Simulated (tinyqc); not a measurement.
Inside a calculation. Method: CIS and TDHF on RHF in the sto-3g basis, for H2O, spin multiplicity 1. One step of it, computed by the program tinyqc.

Problem. TDHF (RPA) singlet states. B(ia,jb) = 2 (ia|jb) - (ib|ja); the squared energies are the eigenvalues of (A - B)(A + B); 1 hartree = 27.211386 eV.

CIS matrix A, singlet (hartree):
```
           1>6        1>7        2>6        2>7        3>6        3>7        4>6        4>7
1>6  20.087459  -0.010968   0.019954   0.004476   0.002411   0.022127  -0.020357  -0.001865
1>7  -0.010968  20.153902   0.004347   0.046598   0.001502  -0.005424  -0.001028  -0.029549
2>6   0.019954   0.004347   1.432311  -0.010675  -0.004511  -0.053282   0.063383  -0.011216
2>7   0.004476   0.046598  -0.010675   1.508240   0.031691   0.005566  -0.014507  -0.016683
3>6   0.002411   0.001502  -0.004511   0.031691   0.786307   0.016675  -0.025370  -0.040285
3>7   0.022127  -0.005424  -0.053282   0.005566   0.016675   1.059716  -0.102839   0.012732
4>6  -0.020357  -0.001028   0.063383  -0.014507  -0.025370  -0.102839   0.611282  -0.002815
4>7  -0.001865  -0.029549  -0.011216  -0.016683  -0.040285   0.012732  -0.002815   0.712023
5>6   0.000000   0.000000   0.000000   0.000000   0.000000   0.000000   0.000000   0.000000
5>7   0.000000   0.000000   0.000000   0.000000   0.000000   0.000000   0.000000   0.000000

           5>6        5>7
1>6   0.000000   0.000000
1>7   0.000000   0.000000
2>6   0.000000   0.000000
2>7   0.000000   0.000000
3>6   0.000000   0.000000
3>7   0.000000   0.000000
4>6   0.000000   0.000000
4>7   0.000000   0.000000
5>6   0.461016  -0.008116
5>7  -0.008116   0.558558
```

Two-electron integrals over orbitals (pq|rs), unique and non-zero (hartree):
```
(11|11) 4.744583    (21|11) -0.417966   (21|21) 0.058466    (22|11) 1.005497
(22|21) -0.013303   (22|22) 0.725733    (31|11) 0.012169    (31|21) -0.001391
(31|22) 0.001431    (31|31) 0.010815    (32|11) -0.004447   (32|21) 0.000768
(32|22) 0.006677    (32|31) 0.017508    (32|32) 0.143915    (33|11) 0.793736
(33|21) -0.004457   (33|22) 0.640352    (33|31) -0.000535   (33|32) -0.003579
(33|33) 0.628537    (41|11) 0.176598    (41|21) -0.021768   (41|22) 0.015314
(41|31) 0.000932    (41|32) 0.000108    (41|33) 0.006164    (41|41) 0.027428
(42|11) -0.125956   (42|21) 0.008870    (42|22) 0.001464    (42|31) 3.34e-06
(42|32) 0.000984    (42|33) 0.006687    (42|41) 0.019736    (42|42) 0.125425
(43|11) 0.012978    (43|21) -0.000521   (43|22) 0.004821    (43|31) -0.003097
(43|32) 0.021318    (43|33) 0.002056    (43|41) -0.000733   (43|42) -0.005445
(43|43) 0.047096    (44|11) 1.002594    (44|21) -0.013345   (44|22) 0.678565
(44|31) 0.000009    (44|32) -0.004422   (44|33) 0.596546    (44|41) -0.011466
(44|42) -0.104458   (44|43) 0.007517    (44|44) 0.783799    (51|51) 0.026042
(52|51) 0.032555    (52|52) 0.145107    (53|51) -0.000928   (53|52) -0.003115
(53|53) 0.028545    (54|51) -0.012923   (54|52) -0.045278   (54|53) 0.001847
(54|54) 0.054831    (55|11) 1.115337    (55|21) -0.011746   (55|22) 0.747846
(55|31) 0.000338    (55|32) -0.002135   (55|33) 0.625338    (55|41) 0.004912
(55|42) -0.067529   (55|43) 0.007318    (55|44) 0.729835    (55|55) 0.880159
(61|11) 0.236161    (61|21) -0.035309   (61|22) 0.001726    (61|31) 0.002711
(61|32) 0.002623    (61|33) -0.000069   (61|41) 0.000288    (61|42) -0.019849
(61|43) 0.000262    (61|44) 0.018368    (61|55) 0.006200    (61|61) 0.030342
(62|11) -0.301418   (62|21) 0.006800    (62|22) -0.138666   (62|31) 0.001438
(62|32) 0.008516    (62|33) -0.072055   (62|41) -0.018235   (62|42) -0.022617
(62|43) -0.004761   (62|44) -0.088359   (62|55) -0.155546   (62|61) 0.006456
(62|62) 0.099186    (63|11) 0.054507    (63|21) -0.001135   (63|22) 0.025142
(63|31) -0.002889   (63|32) 0.042484    (63|33) 0.014094    (63|41) 0.000284
(63|42) -0.009752   (63|43) 0.030259    (63|44) 0.021666    (63|55) 0.029937
(63|61) 0.000257    (63|62) -0.015008   (63|63) 0.076478    (64|11) -0.216892
(64|21) 0.002086    (64|22) -0.097321   (64|31) -0.001317   (64|32) -0.010267
(64|33) -0.042009   (64|41) -0.003104   (64|42) 0.026809    (64|43) -0.004187
(64|44) -0.118651   (64|55) -0.115390   (64|61) 0.000086    (64|62) 0.060688
(64|63) -0.019601   (64|64) 0.068385    (65|51) -0.015661   (65|52) -0.058788
(65|53) 0.004659    (65|54) 0.001228    (65|65) 0.038089    (66|11) 0.790713
(66|21) -0.007042   (66|22) 0.605461    (66|31) -0.001897   (66|32) -0.025506
(66|33) 0.568374    (66|41) 0.020529    (66|42) 0.057993    (66|43) -0.013832
(66|44) 0.546915    (66|55) 0.583715    (66|61) -0.008032   (66|62) -0.091415
(66|63) -0.011024   (66|64) -0.041244   (66|66) 0.598553    (71|11) -0.039021
(71|21) 0.006130    (71|22) 0.000630    (71|31) 0.015040    (71|32) 0.023127
(71|33) -0.001131   (71|41) -0.000615   (71|42) 0.002373    (71|43) -0.004632
(71|44) -0.002602   (71|55) -0.000984   (71|61) -0.001793   (71|62) 0.001960
(71|63) -0.003723   (71|64) -0.001704   (71|66) -0.002487   (71|71) 0.022149
(72|11) 0.053960    (72|21) -0.001028   (72|22) 0.024605    (72|31) 0.013938
(72|32) 0.041491    (72|33) 0.009282    (72|41) 0.002282    (72|42) -0.000784
(72|43) -0.031744   (72|44) 0.018424    (72|55) 0.027135    (72|61) 0.002024
(72|62) -0.007223   (72|63) -0.032200   (72|64) -0.011947   (72|66) 0.015814
(72|71) 0.018514    (72|72) 0.064050    (73|11) 0.360575    (73|21) -0.007346
(73|22) 0.140737    (73|31) 0.000056    (73|32) -0.010782   (73|33) 0.090157
(73|41) -0.000755   (73|42) -0.072387   (73|43) 0.001762    (73|44) 0.160684
(73|55) 0.189381    (73|61) 0.006590    (73|62) -0.074687   (73|63) 0.011847
(73|64) -0.074560   (73|66) 0.041103    (73|71) -0.001124   (73|72) 0.017470
(73|73) 0.149430    (74|11) 0.019218    (74|21) -0.000256   (74|22) 0.005295
(74|31) -0.009133   (74|32) -0.074122   (74|33) 0.006614    (74|41) 0.000795
(74|42) 0.000382    (74|43) 0.002403    (74|44) 0.010989    (74|55) 0.009518
(74|61) -0.002122   (74|62) -0.010302   (74|63) -0.043283   (74|64) 0.003732
(74|66) 0.020336    (74|71) -0.012637   (74|72) -0.015738   (74|73) 0.013950
(74|74) 0.066091    (75|51) 0.002567    (75|52) 0.009800    (75|53) 0.023342
(75|54) -0.001217   (75|65) -0.002156   (75|75) 0.025126    (76|11) 0.007382
(76|21) -0.000427   (76|22) -0.003771   (76|31) -0.008948   (76|32) -0.096092
(76|33) 0.007020    (76|41) -0.002379   (76|42) -0.009387   (76|43) -0.046281
(76|44) 0.010279    (76|55) 0.003804    (76|61) 0.000166    (76|62) 0.002876
(76|63) -0.064045   (76|64) 0.010464    (76|66) 0.026463    (76|71) -0.012189
(76|72) 0.007613    (76|73) 0.017149    (76|74) 0.053890    (76|76) 0.110271
(77|11) 0.874321    (77|21) -0.009569   (77|22) 0.625698    (77|31) 0.003176
(77|32) 0.029373    (77|33) 0.607307    (77|41) 0.004275    (77|42) -0.014792
(77|43) 0.015168    (77|44) 0.608022    (77|55) 0.626683    (77|61) 0.005603
(77|62) -0.068416   (77|63) 0.033899    (77|64) -0.045820   (77|66) 0.555530
(77|71) 0.003046    (77|72) 0.010832    (77|73) 0.092991    (77|74) -0.013277
(77|76) -0.024911   (77|77) 0.627660
```

Give: TDHF matrix B, singlet; squared energies w^2; TDHF energies from the positive w^2.

Solution.

TDHF matrix B, singlet (hartree):
```
         1>6      1>7      2>6      2>7      3>6      3>7      4>6      4>7
1>6   0.0303  -0.0018   0.0065   0.0021   0.0003   0.0169   0.0001  -0.0025
1>7  -0.0018   0.0221   0.0019   0.0185  -0.0140  -0.0011  -0.0013  -0.0126
2>6   0.0065   0.0019   0.0992  -0.0072  -0.0150  -0.1172   0.0607  -0.0087
2>7   0.0021   0.0185  -0.0072   0.0641   0.0103   0.0175  -0.0136  -0.0157
3>6   0.0003  -0.0140  -0.0150   0.0103   0.0765   0.0118  -0.0196  -0.0120
3>7   0.0169  -0.0011  -0.1172   0.0175   0.0118   0.1494  -0.1058   0.0139
4>6   0.0001  -0.0013   0.0607  -0.0136  -0.0196  -0.1058   0.0684   0.0037
4>7  -0.0025  -0.0126  -0.0087  -0.0157  -0.0120   0.0139   0.0037   0.0661
5>6   0.0000   0.0000   0.0000   0.0000   0.0000   0.0000   0.0000   0.0000
5>7   0.0000   0.0000   0.0000   0.0000   0.0000   0.0000   0.0000   0.0000

         5>6      5>7
1>6   0.0000   0.0000
1>7   0.0000   0.0000
2>6   0.0000   0.0000
2>7   0.0000   0.0000
3>6   0.0000   0.0000
3>7   0.0000   0.0000
4>6   0.0000   0.0000
4>7   0.0000   0.0000
5>6   0.0381  -0.0022
5>7  -0.0022   0.0251
```

squared energies w^2 (hartree^2): [0.2105, 0.3121, 0.3353, 0.4776, 0.6375, 1.1045, 2.0447, 2.2793, 403.4366, 406.2554]

TDHF energies from the positive w^2 (eV): [12.4844, 15.2012, 15.7557, 18.8064, 21.7272, 28.5974, 38.9099, 41.0823, 546.5606, 548.4667]
